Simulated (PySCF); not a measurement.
**`C[PH+](C)C1CC1`, [C$_{5}$H$_{12}$P]+, charge +1**

Molfile (atoms numbered from 1):
```
C5H12P
     RDKit          3D

 18 18  0  0  0  0  0  0  0  0999 V2000
   -1.4267    1.7706   -0.2169 C   0  0  0  0  0  0  0  0  0  0  0  0
   -0.7611    0.1897    0.3174 P   0  0  0  0  0  0  0  0  0  0  0  0
   -1.9718   -1.1213    0.1087 C   0  0  0  0  0  0  0  0  0  0  0  0
    0.7737   -0.1889   -0.4940 C   0  0  0  0  0  0  0  0  0  0  0  0
    1.7921   -1.0651    0.2006 C   0  0  0  0  0  0  0  0  0  0  0  0
    2.0654    0.3873    0.0418 C   0  0  0  0  0  0  0  0  0  0  0  0
   -2.3356    2.0106    0.3539 H   0  0  0  0  0  0  0  0  0  0  0  0
   -1.6741    1.7173   -1.2877 H   0  0  0  0  0  0  0  0  0  0  0  0
   -0.6743    2.5563   -0.0577 H   0  0  0  0  0  0  0  0  0  0  0  0
   -0.4698    0.2896    1.6950 H   0  0  0  0  0  0  0  0  0  0  0  0
   -2.8775   -0.8954    0.6903 H   0  0  0  0  0  0  0  0  0  0  0  0
   -2.2358   -1.2064   -0.9561 H   0  0  0  0  0  0  0  0  0  0  0  0
   -1.5421   -2.0731    0.4523 H   0  0  0  0  0  0  0  0  0  0  0  0
    0.6670   -0.2876   -1.5804 H   0  0  0  0  0  0  0  0  0  0  0  0
    1.5652   -1.4434    1.2021 H   0  0  0  0  0  0  0  0  0  0  0  0
    2.3247   -1.7777   -0.4334 H   0  0  0  0  0  0  0  0  0  0  0  0
    2.7932    0.7120   -0.7054 H   0  0  0  0  0  0  0  0  0  0  0  0
    2.0288    1.0220    0.9325 H   0  0  0  0  0  0  0  0  0  0  0  0
  1  2  1  0
  2  3  1  0
  2  4  1  0
  4  5  1  0
  5  6  1  0
  6  4  1  0
  1  7  1  0
  1  8  1  0
  1  9  1  0
  2 10  1  0
  3 11  1  0
  3 12  1  0
  3 13  1  0
  4 14  1  0
  5 15  1  0
  5 16  1  0
  6 17  1  0
  6 18  1  0
M  CHG  1   2   1
M  END
```

Theory: GIAO BHandHLYP/pcSseg-1 magnetisability, rotational g tensor and spin-rotation constants, non-relativistic, gas phase in PySCF. Geometry: PBE0-D3(BJ)/def2-SVP.

For an ion the centre-of-mass motion in the field is neglected.

(1) Give the nuclear spin-rotation constants along the inertial axes (H = +C I·J) beside the isotropic shieldings.

Answers

(1) Rotational constants 4.5761, 1.9992, 1.5427 GHz. A star marks the isotopologue with that one atom substituted, in its own axes.
| atom | isotope | Caa (kHz) | Cbb (kHz) | Ccc (kHz) | mean (kHz) | σ (ppm) |
| --- | --- | --- | --- | --- | --- | --- |
| P2 | 31P | 6.840 | 3.250 | 2.546 | 4.212 | 311.8 |
| H7 | 1H | -0.132 | -0.236 | -0.155 | -0.174 | 29.5 |
| H8 | 1H | -0.557 | -0.238 | -0.008 | -0.268 | 29.5 |
| H9 | 1H | -0.425 | -0.054 | -0.190 | -0.223 | 29.3 |
| H10 | 1H | -0.524 | -0.250 | 0.045 | -0.243 | 26.8 |
| H11 | 1H | -0.137 | -0.236 | -0.153 | -0.175 | 29.5 |
| H12 | 1H | -0.554 | -0.238 | -0.009 | -0.267 | 29.5 |
| H13 | 1H | -0.423 | -0.054 | -0.191 | -0.222 | 29.3 |
| H14 | 1H | -0.519 | -0.270 | -0.028 | -0.272 | 30.7 |
| H15 | 1H | -0.497 | -0.189 | -0.075 | -0.254 | 30.4 |
| H16 | 1H | -0.327 | -0.165 | -0.126 | -0.206 | 29.6 |
| H17 | 1H | -0.327 | -0.164 | -0.127 | -0.206 | 29.6 |
| H18 | 1H | -0.497 | -0.191 | -0.074 | -0.254 | 30.4 |
| C1 | 13C* | 0.545 | 0.241 | 0.197 | 0.328 | 177.4 |
| C4 | 13C* | 0.647 | 0.234 | 0.124 | 0.335 | 184.4 |
| C5 | 13C* | 0.524 | 0.345 | 0.129 | 0.333 | 177.1 |

For the geometry as given, no vibrational averaging.
